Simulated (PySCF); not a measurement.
SiCl: from constants to spectrum

UHF-CCSD(T) constants of SiCl, ²Π (doublet), unpaired electrons π ↑ (PySCF, no relativity, basis sets Si def2-SVPD, Cl def2-SVPD; masses 27.9769 and 34.9689 u):

- ωe: 505.7 cm⁻¹
- ωexe: 2.16 cm⁻¹
- Be: 0.24171 cm⁻¹
- αe: 0.00151 cm⁻¹
- De to Si + Cl: 3.91 eV

(1) What force constant and bond length do these constants imply?

(2) Estimate the centrifugal constant D from the Kratzer relation and find the Dunham coefficient a1.

Correlated steps freeze 10 core orbitals. Correlated levels converge slowly with the basis: in double zeta they bind strong bonds too weakly, by up to about 1 eV, and carry superposition errors of some tenths. The state was picked by a PBE0 search and need not be the measured ground state.

Results:

(1) Reduced mass μred = 15.542 u; k = 5.8918×10⁻⁷·μred·ωe² (u, cm⁻¹, mdyn/Å) = 2.34 mdyn/Å; Re = √(16.8576/(μred·Be)) (u, cm⁻¹, Å) = 2.118 Å.

(2) D = 4Be³/ωe² = 2.21e-07 cm⁻¹; a1 = −1 − αeωe/(6Be²) = -3.18.
